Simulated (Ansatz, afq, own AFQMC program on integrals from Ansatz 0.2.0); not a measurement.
Where AFQMC and coupled cluster stand for AlSiH, singlet

```csv
atom,x (Å),y (Å),z (Å)
Si,0.0000,0.0000,2.4189
Al,0.0000,0.0000,-0.4121
H,0.0000,0.0000,-2.0069
```

Connectivity, by distances: Si–AlH.

Basis 6-31G. Only valence electrons are correlated. AFQMC by an in-house program on the Cholesky factors that Ansatz 0.2.0 writes for its CCSD(T) run. ph-AFQMC/CISD is guided by a CISD state made of CCSD amplitudes; releasing the constraint for a short imaginary time cuts its bias at the price of noise, slowly where states lie close. ± is one standard error of the sampling.

Determinant: RHF, the one that the program's search chose, which needn't be the lowest solution. The geometry is a point of a scan.

Full CI on the same integrals is exact in this basis and with this determinant's frozen core.

Cautions: higher spins were not checked; restricted determinant unstable towards unrestricted (UHF 826 meV lower, ⟨S²⟩ 1.00); strong correlation (T1 0.075, weight of the determinant 0.78, largest double 0.18); the CCSDT(Q) amplitudes may be one of several solutions (largest double 0.52); the CCSDTQ amplitudes may be one of several solutions (largest double 0.88); the released energies are still falling, so no released level is given (meV from the phaseless value at times in 1/Eh: -6 ± 3 at 0.24, -12 ± 3 at 0.51, -18 ± 3 at 0.99, -21 ± 3 at 1.62, -26 ± 3 at 2.40); the determinant fills πx and πy unequally, so it mixes two states of the linear molecule, and each level undoes that mixture to a different degree, while full CI gives the lower state, and by Hund's rule a triplet of that filling probably lies lower still; CCSDTQ on the UHF determinant differs (595 meV lower), perhaps since the unrestricted series falls towards higher spin.

* T1 diagnostic: 0.0752
* weight of the determinant in the CISD state: 0.784
* size of the correlated space: 8 electrons in 18 orbitals

| level | correlation energy (eV) |
| --- | --- |
| MP2 | -1.8930 |
| CCSD | -2.7756 |
| CCSD(T) | -2.8984 |

Task: Estimate where phaseless AFQMC with the Hartree–Fock trial lies against CCSD(T) on the same integrals.

Result: 0.20 ± 0.52 kcal/mol above CCSD(T). The gap is under twice the noise, so this walk alone can't tell the two apart.

Reference: full CI, correlation energy -3.030 eV. The cautions show a poor starting determinant, so the rows tell how each method copes with it here, and full CI is the sure value.

```csv
level,E − E(reference) (kcal/mol),share of correlation (%)
CCSD(T),3.04,95.65
CCSDT,1.50,97.86
CCSDT(Q),0.34,99.51
CCSDTQ,0.10,99.86
ph-AFQMC/HF,3.24 ± 0.52,95.36
ph-AFQMC/CISD,2.77 ± 0.08,96.03
```

CCSDT and higher add their correlation energy to the determinant of the CCSD(T) run, since their own runs factorise the integrals more tightly (a shift of under 2 meV).
